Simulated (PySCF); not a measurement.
C2H3O, SMILES C[C]=O, multiplicity 2.

The structure is a stationary point at PBE0-D3(BJ)/def2-TZVP. The isomer is the one that the SMILES or the coordinates give; other isomers of the formula were not compared.

Two levels are set side by side: PBE/def2-TZVPD (PySCF) and B3LYP/def2-TZVPD (PySCF). Same geometry, gas phase. Differences are taken from unrounded values.

| quantity | B3LYP |
|---|---|
| α-spin orbital gap (eV) | 4.60 |
| β-spin orbital gap (eV) | 7.93 |
| dipole moment (D) | 2.59 |
| mean polarisability (bohr³) | 30.4 |

Problem. What does PBE give, and how far is it from B3LYP? (The exact figures need the calculation; the answer reports its results.)

Solution. 
| quantity | PBE | PBE minus B3LYP |
|---|---|---|
| α-spin orbital gap (eV) | 2.40 | -2.20 |
| β-spin orbital gap (eV) | 6.01 | -1.92 |
| dipole moment (D) | 2.46 | -0.13 |
| mean polarisability (bohr³) | 32.2 | 1.7 |

Loosely held outer electrons make PBE densities more polarisable. Differences between two approximate levels are no errors against the true value.

Rough cost on one machine, each run with all the roots and properties that it gave: B3LYP against PBE within a factor of 2.
